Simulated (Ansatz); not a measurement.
**bcc V, lattice constant a**

Reference value: 3.021 Å (measured, static lattice: zero-point anharmonic expansion removed; as tabulated in Mejia-Rodriguez and Trickey (2018), arXiv:1807.09216).

Task: Which of these levels comes closest to the reference?
(A) revPBE (Ansatz, a first-principles code)
(B) LDA (Ansatz)
(C) PBE-D3(BJ) (Ansatz)
(D) PBE-D4 (Ansatz)

Result: A, revPBE (Ansatz)

```json
[
 {"level (code)": "LDA (Ansatz)", "value (Å)": "2.926", "error (%)": "-3.14"},
 {"level (code)": "revPBE (Ansatz)", "value (Å)": "3.014", "error (%)": "-0.23"},
 {"level (code)": "PBE-D3(BJ) (Ansatz)", "value (Å)": "2.952", "error (%)": "-2.28"},
 {"level (code)": "PBE-D4 (Ansatz)", "value (Å)": "2.978", "error (%)": "-1.42"}
]
```

Of these levels revPBE (-0.23 %) comes nearest. LDA (-3.14 %) misses by most. Within 2 %: revPBE, PBE-D4. All 4 levels lie below the reference.

The crystal itself was run without spin with LDA, revPBE, PBE-D3(BJ), PBE-D4. Cutoffs and k meshes differ between the levels. Ansatz's density-functional and Hartree–Fock values are scalar-relativistic unless marked +SOC, with PAW data made under PBE.

Differences are worked out from the printed values.
